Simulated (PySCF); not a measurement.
Core binding energy against partial charge

Species: 2,4-hexadiyne, C6H6.
Geometry (PBE0-D3(BJ)/def2-SVP, Å), atoms numbered from 1 in this order:
```xyz
12
C6H6 angstrom
C      2.755   -1.893    0.322
C      1.565   -1.074    0.203
C      0.563   -0.387    0.102
C     -0.563    0.387   -0.012
C     -1.565    1.074   -0.113
C     -2.755    1.893   -0.231
H      2.959   -2.147    1.374
H      3.639   -1.368   -0.075
H      2.645   -2.836   -0.237
H     -2.663    2.816    0.364
H     -2.935    2.184   -1.278
H     -3.646    1.351    0.125
```

Binding energies: delta-SCF UKS SCAN, pcX-2 on the ionised atom, pcseg-1 elsewhere, spin-free X2C (PySCF). Charges: PBE0/pcSseg-1 ground-state density, for the ionised atom.

```
atom         environment  C 1s (eV)  Mulliken (e)  IAO (e)  Hirshfeld (e)  ESP (e)
  C2       alkyne carbon     290.01        -0.301   -0.017         -0.025   +0.147
  C3       alkyne carbon     290.43        +0.060   -0.073         -0.069   -0.169
  C1  propargylic carbon     291.55        -0.221   -0.426         -0.092   -0.505
```

**Question.** Give the correlation coefficient and slope of binding energy on charge for each scheme.

**Answer.** Mulliken: r = -0.04, slope -0.2 eV per e; Hirshfeld: r = -0.91, slope -21.5 eV per e; ESP: r = -0.97, slope -2.4 eV per e; IAO: r = -0.99, slope -3.5 eV per e. On 3 points no scheme stands out.

**Question.** The point-charge model writes a binding energy as kq + V + constant, with V the potential of the other atoms' charges at the site. What does it give with the ESP charges?

**Answer.** V = Σ 14.40 eV Å × q/r over all other atoms: -3.88 eV at C2, +0.22 eV at C3, +7.22 eV at C1. Fitting binding energy − V to q gives k = 14.7 eV per e and leaves an rms residual of 0.46 eV, against 0.15 eV for the fit on q alone. The model has no term for differences in relaxation between sites.

Spin contamination (⟨S²⟩ against 0.75 for a pure doublet) is marked for C 1s of C2/C5 (0.92) and C 1s of C3/C4 (0.92), which makes these values less certain. Isolated species at its PBE0-D3(BJ)/def2-SVP geometry, gas phase.
